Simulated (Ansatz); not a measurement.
Mulliken charges of `O=CSS` from r2SCAN/def2-TZVPP in Ansatz (PBE0-D4/def2-TZVP geometry).

```csv
atom,x (Å),y (Å),z (Å),charge (e)
O1,0.734,-0.687,1.252,-0.263
C2,0.963,-0.575,0.090,0.186
S3,0.076,0.425,-1.087,-0.013
S4,-1.279,1.415,0.063,-0.078
H5,1.781,-1.107,-0.436,0.053
H6,-2.232,0.465,0.072,0.115
```

Task: By hand: the dipole of these point charges (1 e Å = 4.8032 D).

Result: Σ q r = (-0.077, -0.047, -0.318) e Å, of length 0.331 e Å = 1.59 D.

Task: How does the dipole of the full density compare? (An estimate is asked.)

Result: The calculation gave: (-0.068, -0.094, -0.310) e Å, 1.59 D; the point charges give 1.00 times that, at 8° from its direction.

Point charges leave out the atoms' own dipoles, such as those of lone pairs, and Mulliken's split depends on the basis, so the close match here is no proof of good charges.
